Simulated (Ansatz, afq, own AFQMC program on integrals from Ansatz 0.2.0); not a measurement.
## NH, triplet in cc-pVDZ, levels against full CI

```json
{"atom": "N", "x (Å)": "0.0000", "y (Å)": "0.0000", "z (Å)": "0.0000"}
{"atom": "H", "x (Å)": "0.0000", "y (Å)": "0.0000", "z (Å)": "3.5930"}
```

Basis cc-pVDZ. Noble-gas cores (and the filled d shells of Ga–Kr and In–Xe) are frozen. Integrals, coupled cluster, full CI and functionals: Ansatz 0.2.0; the random walks run on the same integrals in our own AFQMC program. The CISD trial takes its coefficients from CCSD amplitudes. Released means that phaseless walkers are propagated on without the constraint, phases kept. ± is one standard error of the sampling.

Determinant: UHF, the one that the program's search chose, which needn't be the lowest solution. The geometry is a point of a scan.

Full CI on the same integrals is exact in this basis and with this determinant's frozen core.

Cautions: lower spins were not checked; unrestricted determinant spin contaminated (⟨S²⟩ 3.00 against 2.00); the ph-AFQMC/CISD walk drifts between its halves (2.4 errors); the next higher spin lies close (full CI puts it 6 meV above).

```
T1 diagnostic                               : 0.0034
weight of the determinant in the CISD state : 0.971
⟨S²⟩ of the determinant                     : 3.003
size of the correlated space                : 6 electrons in 18 orbitals
```

Reference: full CI, correlation energy -2.385 eV. The released energy is read at 2.40 1/Eh (meV from the phaseless value at times in 1/Eh: -1.0 ± 0.3 at 0.24, -1.6 ± 0.3 at 0.51, -1.5 ± 0.3 at 0.99, -1.71 ± 0.22 at 1.62, -1.4 ± 0.3 at 2.40). The cautions show a poor starting determinant, so the rows tell how each method copes with it here, and full CI is the sure value.

```csv
level,E − E(reference) (mEh),share of correlation (%)
HF,87.65,0.00
MP2,16.86,80.76
CCSD,0.83,99.05
CCSD(T),0.20,99.77
CCSDT,0.06,99.93
CCSDT(Q),0.02,99.97
CCSDTQ,0.00,99.99
ph-AFQMC/CISD,0.02 ± 0.01,99.97
released AFQMC,-0.03 ± 0.009,100.03
```

CCSDT and higher add their correlation energy to the determinant of the CCSD(T) run, since their own runs factorise the integrals more tightly (a shift of under 2 meV). A walk keeps the symmetry of its determinant, which the program's search chose and which needn't be the lowest solution, so a lower state of the same spin and another symmetry isn't excluded. Released energies are given only where the last usable release times agree within the noise; a slower fall can still hide under it.
